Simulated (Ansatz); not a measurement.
# Li2Sb3: from a trial structure to a relaxed crystal

All numbers below come from DFT PBE, scalar-relativistic, plane waves, PAW (Ansatz 0.2.0). Cutoff 420 eV, Γ-centred k mesh, Gaussian smearing, no spin polarisation in the final step.

Li2Sb3 was placed on the A-type sesquioxide structure type (P-3m1, No. 164), with Li in place of La, Sb in place of O, at a guessed volume.

```yaml
crystal:
  lattice:
    - [4.27732, 0.00000, 0.00000]
    - [-2.13866, 3.70427, 0.00000]
    - [0.00000, 0.00000, 6.65482]
  atoms:
    - { symbol: Li, position: [0.33333, 0.66667, 0.24500] }
    - { symbol: Li, position: [0.66667, 0.33333, 0.75500] }
    - { symbol: Sb, position: [0.00000, 0.00000, 0.00000] }
    - { symbol: Sb, position: [0.33333, 0.66667, 0.64500] }
    - { symbol: Sb, position: [0.66667, 0.33333, 0.35500] }
```

Cell and atoms relax at zero pressure; the relaxation can't lower the symmetry of the start. After a coarse first stage the cell is made exact in the group found at 0.06 Å.

Energies over the elements count from the elements' standard structures at the same level, with no empirical corrections.

Question: Describe the relaxed structure.

Answer: It keeps P-3m1 (No. 164), but not the shape of the type it started on. Conventional cell: a = 4.734 Å, c = 6.030 Å. Li is coordinated by 8 Sb at 2.86–3.03 Å and 3 Li at 3.23 Å; Sb on Wyckoff site a (1 atom of the primitive cell) has 6 Li at 2.86 Å and 6 Sb at 3.49 Å; Sb on Wyckoff site d (2 atoms of the primitive cell) is coordinated by 5 Li at 3.00–3.03 Å, 3 Sb at 3.21 Å and 3 Sb at 3.49 Å.

```cif
data_structure
_symmetry_space_group_name_H-M 'P-3m1'
_symmetry_Int_Tables_number 164
_cell_length_a 4.7342
_cell_length_b 4.7342
_cell_length_c 6.0303
_cell_angle_alpha 90.000
_cell_angle_beta 90.000
_cell_angle_gamma 120.000
_cell_volume 117.05
loop_
_atom_site_label
_atom_site_type_symbol
_atom_site_symmetry_multiplicity
_atom_site_Wyckoff_symbol
_atom_site_fract_x
_atom_site_fract_y
_atom_site_fract_z
_atom_site_occupancy
Li1 Li 2 d 0.33333 0.66667 0.14235 1
Sb1 Sb 1 a 0.00000 0.00000 0.00000 1
Sb2 Sb 2 d 0.33333 0.66667 0.63962 1
```

Question: What are its volume, energy, density and gap?

Answer: The volume per atom is 23.41 Å³. The density is 5.38 g/cm³, the energy over the elements is -0.26 eV/atom and the gap on the 12×12×6 mesh is 0 eV (a metal).

The final run used a 12×12×6 mesh on its 5-atom cell and 0.10 eV smearing. For metals, differences of a few meV/atom aren't resolved. Spin–orbit coupling is left out. A structure relaxed within its symmetry needn't be a true minimum.

Cost: 3 runs of about 4.5 core-minutes in all, on AMD EPYC 7R43 (Zen 3) (shared hosts).